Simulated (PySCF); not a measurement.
Consider 1,1,1-trifluoropropane, `CCC(F)(F)F` (C3H5F3). Non-hydrogen atoms are numbered in `[CH3:1][CH2:2][C:3]([F:4])([F:5])[F:6]`.

These are calculated values, M06-2X/def2-TZVP in PySCF (grid level 3) at geometries from PBE0-D3(BJ)/def2-SVP. Zero-point and thermal terms (298.15 K, 1 bar) come from unscaled GFN2-xTB harmonic frequencies, with soft modes damped to free rotors in the entropy. These were taken at the GFN2-xTB minima.

Problem. Rank these bonds by dissociation enthalpy, weakest first.
A. C1–C2
B. C2–H
C. C3–F4

Solution. A (395 kJ/mol), B (419 kJ/mol), C (537 kJ/mol).

Not ranked, since the method can't order them against a listed neighbour: C1–H (424 kJ/mol), C2–C3 (425 kJ/mol).

Problem. For C3–F4, what are ΔE (electronic) and ΔG(298 K) of the homolysis?

Solution. ΔE = 544 and ΔG = 491 kJ/mol, beside ΔH = 537 kJ/mol. The radicals are `CC[C](F)F` and F•.

Known limits: the order of C2–H and C1–H, of C1–H and C2–C3 is undecided: the gaps lie inside the method's error (some 10 kJ/mol, one structure a species).
